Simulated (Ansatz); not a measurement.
# MgNaH (singlet): from Hartree-Fock to the top rungs at distance Mg2–H3 = 1.925 Å, cc-pVTZ

How much of the correlation energy of MgNaH (singlet) does each wave-function method recover here?

The runs use Ansatz 0.2.0, Gaussian basis; cc-pVTZ, core rule «outside noble gas», up to 10 orbitals frozen.

To be run: UHF; CCSD(T) on RHF; BCCD(T) on RHF; CCSDT(Q) on RHF; Full CI.

42 further runs of the same task are left out: 22 for a known fault of the program, 13 that didn't finish, 7 set aside as unsound or not needed.

## Step 1: What is computed

The geometry derives from a PBE0/def2-TZVP stationary point (not a proven minimum). One bond is set to the value named and the two fragments are kept rigid.

3 atoms, charge 0, spin multiplicity 1.

Atoms are counted from 1 here; the program's logs count them from 0.

Bond lengths: Na1–Mg2 3.016 Å, Mg2–H3 1.925 Å. Angles: Na1–Mg2–H3 180.0°.

Coordinates:

```mol
HMgNa
  3D, bonds by distance, orders not assigned

  3  2  0  0  0  0  0  0  0  0999 V2000
    0.0000    0.0000   -2.6524 Na  0  0
    0.0000    0.0000    0.3637 Mg  0  0
    0.0000    0.0000    2.2887 H   0  0
  1  2  8  0
  2  3  8  0
M  END
```

## Step 2: UHF

Contents of in.yaml:

```yaml
crystal:
  periodic: [false, false, false]
  atoms:
    - {symbol: Na, position_ang: [0.000000, 0.000000, -2.652400]}
    - {symbol: Mg, position_ang: [0.000000, 0.000000, 0.363700]}
    - {symbol: H, position_ang: [0.000000, 0.000000, 2.288700]}
basis:
  gaussian: {orbitals: cc-pVTZ}
magnetization: {spin_polarized: true, initial_magnetization: 0}
hamiltonian: {xc: hf}
output: {orbitals: {seedname: orbitals}}
```

Run with:

```
$ ansatz run in.yaml --threads 1 --pin off --events-out ev --progress --plain --max-ram 2393MiB
```

Further steps of the session: CCSD(T) on RHF; BCCD(T) on RHF; CCSDT(Q) on RHF; Full CI.

Q: Predict the results of all the runs planned. Wanted: FCI below the RHF energy; RMP2 from FCI; RCCSD from FCI; RCCSD(T) from FCI; RCCSDT(Q) from FCI; T1 diagnostic; effectively unpaired electrons.

As calculated:

| quantity | value |
| --- | --- |
| FCI below the RHF energy | -1.9609 eV |
| RMP2 from FCI | +11.95 kcal/mol |
| RCCSD from FCI | +0.88 kcal/mol |
| RCCSD(T) from FCI | +0.23 kcal/mol |
| RCCSDT(Q) from FCI | +0.01 kcal/mol |
| levels within 1 kcal/mol (43 meV) | RCCSD, RCCSD(T), BCCD(T), RCCSDT, RCCSDT(Q) |
| T1 diagnostic | 0.014 |
| effectively unpaired electrons | 0.11 |

What this shows: RCCSD(T) lands +0.23 kcal/mol from the yardstick (0.5 % of the correlation energy). One determinant dominates. These misses are within one basis, not against nature.
